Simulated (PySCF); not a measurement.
Molecule (SMILES): N#[N+][O-].
Geometry (B3LYP-D3(BJ)/def2-TZVP, fixed):
```xyz
3

N      0.0000     0.0000    -1.1943
N      0.0000     0.0000    -0.0734
O      0.0000     0.0000     1.1093
```

How fast the isotropic shielding of N1 converges with the basis for several methods (PySCF): deviation from each method's own reference, in ppm. References: HF 63.73 ppm, the value in pcseg-3; PBE 93.91 ppm, the value in pcseg-3; PBE0 85.89 ppm, the value in pcseg-3. All functions are spherical. No added dispersion term, no relativity. GIAO; atoms are numbered in the order shown.

| basis | functions | HF | PBE | PBE0 |
|---|---|---|---|---|
| cc-pVDZ | 42 | 18.17 | ? | 19.56 |
| def2-SVP | 42 | 24.50 | ? | 23.28 |
| aug-cc-pVDZ | 69 | 20.50 | ? | 20.66 |
| 6-311++G(2d,2p) | 81 | 6.99 | ? | 7.05 |
| def2-TZVPP | 93 | 6.33 | ? | 7.20 |
| 6-311++G(3df,3pd) | 117 | 7.45 | ? | 6.78 |
| cc-pCVTZ | 129 | 6.96 | ? | 3.65 |
| def2-QZVPPD | 192 | 2.64 | ? | 1.96 |

**Question.** Some entries are withheld; supply them.

**Answer.** 
- cc-pVDZ, PBE: 19.79
- def2-SVP, PBE: 22.81
- aug-cc-pVDZ, PBE: 20.59
- 6-311++G(2d,2p), PBE: 6.76
- def2-TZVPP, PBE: 7.52
- 6-311++G(3df,3pd), PBE: 6.41
- cc-pCVTZ, PBE: 2.68
- def2-QZVPPD, PBE: 1.63

Mean absolute deviation over 6-311++G(2d,2p), def2-TZVPP, 6-311++G(3df,3pd), cc-pCVTZ: PBE 5.84, PBE0 6.17, HF 6.93 ppm.
